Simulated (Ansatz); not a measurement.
## C4H9N, SMILES CC=C(C)N: a geometry optimisation

Run with Ansatz's Python interface.

Script `opt_c4h9n.py`:
```python
from dataclasses import dataclass
import itertools

import ansatz as az
from ase import Atoms
from ase.data import atomic_numbers, covalent_radii
import numpy as np


@dataclass(frozen=True)
class RunConfig:
    basis: str = "def2-SVP"
    xc: str = "pbe0"


settings = RunConfig()


def main() -> None:
    atoms = Atoms(["C", "C", "C", "C", "N", "H", "H", "H", "H", "H", "H", "H", "H", "H"], positions=[
        [-1.6158, -0.7227, 1.0094],
        [-0.2175, -0.5898, 0.6441],
        [0.3128, 0.1543, -0.3425],
        [1.911, 0.0976, -0.5649],
        [-0.3517, 0.9894, -1.182],
        [-1.8229, -0.285, 2.0113],
        [-1.9564, -1.7224, 0.9733],
        [-2.2743, -0.1002, 0.3133],
        [0.4344, -1.2022, 1.2961],
        [2.2902, 1.0747, -0.3858],
        [2.3254, -0.6147, 0.1365],
        [2.0647, -0.2273, -1.5703],
        [-1.2901, 1.3402, -0.8015],
        [0.1773, 1.7789, -1.5082],
    ])
    c4h9n = az.Crystal.molecule_from_ase(atoms)

    model = c4h9n.calculation().basis(gaussian=settings.basis).functional(settings.xc)
    symbols = [site.symbol for site in c4h9n.cartesian_sites]
    start = np.array([site.position_ang for site in c4h9n.cartesian_sites], dtype=float)
    def progress(event):
        if event["event"] == "relax_step":
            row = event["data"]
            print(f"step {row['step']:3d}  E = {row['lagrangian_ev']:.6f} eV  largest force component {row['allowed_force_max_ev_ang']:.4f} eV/A")


    data = model.relax(force_tolerance=0.02).session().plan().execute(on_event=progress).report
    end = np.array(data["positions_ang"])

    print(f"E = {data['free_energy_ev']:.6f} eV = {data['free_energy_ev'] / 27.211386246:.7f} Ha")
    print("converged:", data["converged"], " doubts:", data["published_state_doubts"] or "none")

    radius = [covalent_radii[atomic_numbers[s]] for s in symbols]
    span = lambda where, i, j: np.linalg.norm(where[i] - where[j])
    bonded = [(i, j) for i, j in itertools.combinations(range(len(symbols)), 2) if min(span(start, i, j), span(end, i, j)) < 1.2 * (radius[i] + radius[j])]
    print("pair        before    after (A)")
    for i, j in bonded:
        print(f"{symbols[i]}{i}-{symbols[j]}{j}".ljust(10), f"{span(start, i, j):8.4f} {span(end, i, j):8.4f}")
    for first, second in list(itertools.combinations(bonded, 2)):
        shared = set(first) & set(second)
        if shared and symbols[(j := shared.pop())] != "H":
            i, k = sorted((set(first) | set(second)) - {j})
            u, v = end[i] - end[j], end[k] - end[j]
            angle = np.degrees(np.arccos(np.clip(u @ v / np.linalg.norm(u) / np.linalg.norm(v), -1, 1)))
            print(f"final angle {symbols[i]}{i}-{symbols[j]}{j}-{symbols[k]}{k}: {angle:.2f} deg")

    charges = data["charge_distribution"]
    dipole = np.array(charges["dipole_moment_e_ang"]) * 4.803205
    print("dipole (D): {:.3f} {:.3f} {:.3f}, length {:.3f}".format(*dipole, np.linalg.norm(dipole)))
    print("atom  Mulliken   Lowdin")
    for symbol, m, l in zip(symbols, charges["mulliken_charges_e"], charges["lowdin_charges_e"]):
        print(f"{symbol:4s} {m:9.3f} {l:8.3f}")


if __name__ == "__main__":
    main()
```

```console
$ python opt_c4h9n.py
step   1  E = -5772.966989 eV  largest force component 3.7854 eV/A
step   2  E = -5773.386399 eV  largest force component 1.7261 eV/A
step   3  E = -5773.457693 eV  largest force component 0.3222 eV/A
step   4  E = -5773.466268 eV  largest force component 0.0551 eV/A
step   5  E = -5773.466687 eV  largest force component 0.0302 eV/A
step   6  E = -5773.467616 eV  largest force component 0.0499 eV/A
step   7  E = -5773.456570 eV  largest force component 0.5305 eV/A
step   8  E = -5773.468690 eV  largest force component 0.0230 eV/A
step   9  E = -5773.470176 eV  largest force component 0.1311 eV/A
step  10  E = -5773.471189 eV  largest force component 0.1007 eV/A
step  11  E = -5773.471578 eV  largest force component 0.1603 eV/A
step  12  E = -5773.472383 eV  largest force component 0.1710 eV/A
step  13  E = -5773.474682 eV  largest force component 0.0671 eV/A
step  14  E = -5773.475160 eV  largest force component 0.0434 eV/A
step  15  E = -5773.475122 eV  largest force component 0.1269 eV/A
step  16  E = -5773.475750 eV  largest force component 0.0129 eV/A
step  17  E = -5773.476207 eV  largest force component 0.0443 eV/A
step  18  E = -5773.476460 eV  largest force component 0.0491 eV/A
step  19  E = -5773.476621 eV  largest force component 0.0326 eV/A
step  20  E = -5773.476633 eV  largest force component 0.0440 eV/A
step  21  E = -5773.476715 eV  largest force component 0.0090 eV/A
E = -5773.476742 eV = -212.1713569 Ha
converged: True  doubts: none
pair        before    after (A)
C0-C1        1.4513   1.4960
C0-H5        1.1128   1.1010
C0-H6        1.0567   1.1058
C0-H7        1.1427   1.1045
C1-C2        1.3447   1.3492
C1-H8        1.1068   1.0930
C2-C3        1.6146   1.4985
C2-N4        1.3578   1.3899
C3-H9        1.0633   1.1046
C3-H10       1.0822   1.0973
C3-H11       1.0677   1.1027
N4-H12       1.0717   1.0131
N4-H13       1.0048   1.0138
final angle C1-C0-H5: 111.24 deg
final angle C1-C0-H6: 112.87 deg
final angle C1-C0-H7: 112.37 deg
final angle C0-C1-C2: 125.26 deg
final angle C0-C1-H8: 117.62 deg
final angle H5-C0-H6: 106.67 deg
final angle H5-C0-H7: 106.57 deg
final angle H6-C0-H7: 106.72 deg
final angle C2-C1-H8: 117.10 deg
final angle C1-C2-C3: 122.23 deg
final angle C1-C2-N4: 123.84 deg
final angle C3-C2-N4: 113.85 deg
final angle C2-C3-H9: 110.99 deg
final angle C2-C3-H10: 111.29 deg
final angle C2-C3-H11: 110.77 deg
final angle C2-N4-H12: 115.66 deg
final angle C2-N4-H13: 115.20 deg
final angle H9-C3-H10: 107.94 deg
final angle H9-C3-H11: 106.99 deg
final angle H10-C3-H11: 108.70 deg
final angle H12-N4-H13: 111.91 deg
dipole (D): -0.002 1.378 -0.341, length 1.419
atom  Mulliken   Lowdin
C       -0.037    0.020
C       -0.168   -0.147
C       -0.110   -0.155
C       -0.009    0.036
N       -0.168    0.176
H        0.040    0.009
H        0.055    0.010
H        0.024   -0.001
H        0.004    0.011
H        0.041    0.010
H        0.039    0.013
H        0.057    0.013
H        0.112   -0.003
H        0.119    0.008
```

Total energies depend on the basis set; only differences at equal settings carry meaning. The end point is the stationary point reached from this start; no frequency run checks that it is a minimum, and the basis set is modest. The Löwdin charges here are taken after orthogonalising the functions within each atom; they differ from plain Löwdin charges, and their signs can be unphysical. Finished in 2.2 min on 1 thread of Arm Neoverse V1, with other jobs on the host, peak memory 0.33 GiB.

(Lines on the test bed's own set-up are left out of the output.)
